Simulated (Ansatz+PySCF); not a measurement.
The numbers below are computed, except where a source is named.
Several solutions for singlet SO2

```csv
atom,x (Å),y (Å),z (Å)
S,0.0000,0.0000,-0.3416
O,0.0000,1.1504,0.3416
O,0.0000,-1.1504,0.3416
```

Basis set: def2-SVP (spherical functions). Charge 0, multiplicity 1.

CASSCF(4,3) was run from several starts with Ansatz (development build ahead of 0.2.0) and PySCF 2.14.0. The starts are those of the Hartree–Fock orbitals from which the active space was taken at the frontier.

| run | program | start | converged | energy (hartree) | <S²> |
| --- | --- | --- | --- | --- | --- |
| A | Ansatz | atomic start, no search | yes | -546.93109 | 0.00 |
| B | Ansatz | search for the lowest state | yes | -546.93109 | 0.00 |
| C | PySCF | program defaults | no | – | – |
| D | Ansatz | stability test followed | yes | -546.93109 | 0.00 |

Question: Which runs reached the lowest solution of this kind, and what is wrong with the others?

Answer: A, B, D reached the lowest solution found. Not converged: C.
